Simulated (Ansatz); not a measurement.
Relaxing AgAs2

All numbers below come from DFT PBE, scalar-relativistic, plane waves, PAW (Ansatz 0.2.0). Cutoff 420 eV, Γ-centred k mesh, Gaussian smearing, no spin polarisation in the final step.

AgAs2 was placed on the MoSi2 (C11b) structure type (I4/mmm, No. 139), with Ag in place of Mo, As in place of Si, at a guessed volume.

```xyz
3
Lattice="-1.8182 1.8182 4.4602 1.8182 -1.8182 4.4602 1.8182 1.8182 -4.4602" Properties=species:S:1:pos:R:3 pbc="T T T"
Ag    0.0000    0.0000    0.0000
As    0.0000    0.0000    5.9321
As    0.0000    0.0000    2.9884
```

Cell and atoms relax at zero pressure; the relaxation can't lower the symmetry of the start. After a coarse first stage the cell is made exact in the group found at 0.06 Å.

The zero of energy is the elements' standard structures at the same level; no fitted shifts are applied.

(1) What does it relax into?

(2) What are its volume, energy, density and gap?

Results:

(1) It keeps I4/mmm (No. 139). The result has the MoSi2 (C11b) structure. Conventional cell: a = 3.732 Å, c = 8.926 Å. Ag is coordinated by 2 As at 2.65 Å; As has 1 Ag at 2.65 Å and 4 As at 2.77 Å.

```cif
data_structure
_symmetry_space_group_name_H-M 'I4/mmm'
_symmetry_Int_Tables_number 139
_cell_length_a 3.7317
_cell_length_b 3.7317
_cell_length_c 8.9257
_cell_angle_alpha 90.000
_cell_angle_beta 90.000
_cell_angle_gamma 90.000
_cell_volume 124.30
loop_
_atom_site_label
_atom_site_type_symbol
_atom_site_symmetry_multiplicity
_atom_site_Wyckoff_symbol
_atom_site_fract_x
_atom_site_fract_y
_atom_site_fract_z
_atom_site_occupancy
Ag1 Ag 2 a 0.00000 0.00000 0.00000 1
As1 As 4 e 0.50000 0.50000 0.20346 1
```

(2) The volume per atom is 20.72 Å³ and the density is 6.89 g/cm³. The energy over the elements is 0.30 eV/atom and the gap on the 18×18×18 mesh is 0 eV (a metal).

The final run used a 18×18×18 mesh on its 3-atom cell and 0.10 eV smearing. The k mesh leaves about 4 meV/atom of noise in metals. Symmetry constrained the relaxation, so the result can be a saddle point. The steps took about 2.5 core-minutes in all.